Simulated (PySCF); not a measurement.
Compound: C₄H₄S.
Numbering: `[cH:1]1[cH:2][cH:3][s:4][cH:5]1` (hydrogens: H6 on C1; H7 on C2; H8 on C3; H9 on C5)

The same species was optimised twice, with GFN2-xTB and with PBE0-D3(BJ)/def2-SVP (PySCF), and the same property calculations (PySCF, gas phase) were run on both structures.

```csv
coordinate,GFN2-xTB,PBE0-D3(BJ)/def2-SVP,change
C5–H9 (Å),1.072,1.089,+0.017
C3–H8 (Å),1.072,1.089,+0.017
C2–H7 (Å),1.075,1.091,+0.016
C1–H6 (Å),1.075,1.091,+0.016
C1–C5 (Å),1.356,1.370,+0.014
C2–C3 (Å),1.356,1.370,+0.014
C1–C2 (Å),1.415,1.424,+0.009
C3–S4 (Å),1.719,1.717,-0.002
S4–C5 (Å),1.719,1.717,-0.002
C3–S4–C5 (°),90.9,92.0,+1.1
S4–C3–H8 (°),119.3,120.2,+0.9
S4–C5–H9 (°),119.4,120.2,+0.8
C2–C1–H6 (°),123.7,124.2,+0.5
C1–C5–S4 (°),112.1,111.6,-0.5
C2–C3–S4 (°),112.0,111.6,-0.4
C1–C2–H7 (°),123.8,124.2,+0.4
C5–C1–H6 (°),123.8,123.4,-0.4
```

Rotational constants: A = 8185, B = 5414, C = 3258 MHz (GFN2-xTB) against A = 8045, B = 5408, C = 3234 MHz (PBE0-D3(BJ)/def2-SVP). Point groups within 0.08 Å: C2v and C2v.

On the GFN2-xTB structure: HOMO (eV) -6.96 [PBE0/pcSseg-1]; LUMO (eV) -0.39 [PBE0/pcSseg-1]; dipole (D) 0.52 [PBE0/pcSseg-1]; GIAO shielding of C1/C2 (mean) (ppm) 56.1 [PBE0/pcSseg-1]; GIAO shielding of C3/C5 (mean) (ppm) 53.1 [PBE0/pcSseg-1]; GIAO shielding of S4 (ppm) 278.1 [PBE0/pcSseg-1].

Q: What do these properties become on the PBE0-D3(BJ)/def2-SVP structure?

A: 
```json
{"property": "HOMO (eV)", "level": "PBE0/pcSseg-1", "on GFN2-xTB": "-6.96", "on PBE0-D3(BJ)/def2-SVP": "-6.94", "change": "+0.02"}
{"property": "LUMO (eV)", "level": "PBE0/pcSseg-1", "on GFN2-xTB": "-0.39", "on PBE0-D3(BJ)/def2-SVP": "-0.43", "change": "-0.04"}
{"property": "dipole (D)", "level": "PBE0/pcSseg-1", "on GFN2-xTB": "0.52", "on PBE0-D3(BJ)/def2-SVP": "0.49", "change": "-0.03"}
{"property": "energy, GFN2-xTB geometry as zero (kcal/mol)", "level": "PBE0/pcSseg-1", "on GFN2-xTB": "0.0", "on PBE0-D3(BJ)/def2-SVP": "-0.3", "change": "-0.3"}
{"property": "GIAO shielding of C1/C2 (mean) (ppm)", "level": "PBE0/pcSseg-1", "on GFN2-xTB": "56.1", "on PBE0-D3(BJ)/def2-SVP": "53.0", "change": "-3.1"}
{"property": "GIAO shielding of C3/C5 (mean) (ppm)", "level": "PBE0/pcSseg-1", "on GFN2-xTB": "53.1", "on PBE0-D3(BJ)/def2-SVP": "51.6", "change": "-1.5"}
{"property": "GIAO shielding of S4 (ppm)", "level": "PBE0/pcSseg-1", "on GFN2-xTB": "278.1", "on PBE0-D3(BJ)/def2-SVP": "275.0", "change": "-3.1"}
```

The heavy atoms differ by 0.009 Å rms after alignment. Among all bonds C1–H6, C2–H7, C3–H8 and C5–H9 change most and about equally (+0.016 to +0.017 Å). Changes are differences of the printed values. Neither structure is proved a minimum here.
